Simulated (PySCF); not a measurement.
## Telling isomers of C4H6O apart by NMR

- geometry from PBE0-D3(BJ)/def2-SVP
- J couplings at B3LYP/pcJ-1 (spin–dipole term left out of most H,H and C,H couplings)
- NMR shieldings at PBE0/pcSseg-1/GIAO
- code: PySCF 2.14
- fast rotation and ring inversion assumed for equivalent nuclei, no solvent model, no relativistic terms, one conformer

δ = σ(ref) − σ, references computed at the same level: ¹H (σ = 31.27 ppm), ¹³C (σ = 184.41 ppm) vs TMS. Multiplet labels drop J under 1 Hz and among equivalent protons, and merge close values. Unscaled 3J(H,H) run several per cent high. Vicinal couplings that depend on rotamer populations or ring flexing (ring, CH–CH, X–H and H–F types) are those of the one conformer. Shifts are as computed. Against solution values, carbons near 30 ppm lie about +2 ppm off and those near 130 ppm about +5 ppm. Of 1211 compounds with measured shifts, 218 miss one by over three times the rms of a fit or turn the order of signals round; such compounds aren't used in these exercises.

(1) Tabulate the signals of `C=COC=C`, `O=CC1CC1` and their relative energies.

(2) What is the quickest way to tell C=COC=C from O=CC1CC1?

Results:

(1) 
| SMILES | carbon types | δC | δH | E rel. (kcal/mol) |
| --- | --- | --- | --- | --- |
| C=COC=C | 2×CH 2×CH2 | 156.5, 95.7 | 6.22 (dd, 2H), 4.81 (dd, 2H), 4.28 (dd, 2H) | 17.8 |
| O=CC1CC1 | 2×CH 2×CH2 | 202.2, 24.5, 6.0 | 8.42 (d, 1H), 1.49 (tdt, 1H), 0.95 (m, 2H), 0.82 (m, 2H) | 0.0 |

Energies are electronic energies at PBE0/pcSseg-1 on these geometries, without zero-point or thermal terms, each for the one conformer computed, which needn't be the lowest.

(2) Count the carbon signals: 2 against 3. The first has a β carbon of an enol-ether or enamine type C=C (CH2) at 95.7 ppm, the second a three-membered-ring carbon (CH) at 24.5 ppm. Their most deshielded carbons lie at 156.5 and 202.2 ppm. In the proton spectra the most deshielded non-exchanging signals are 6.22 (dd, J = 14.6, 7.3 Hz, 2H) and 8.42 (d, J = 7.3 Hz, 1H).
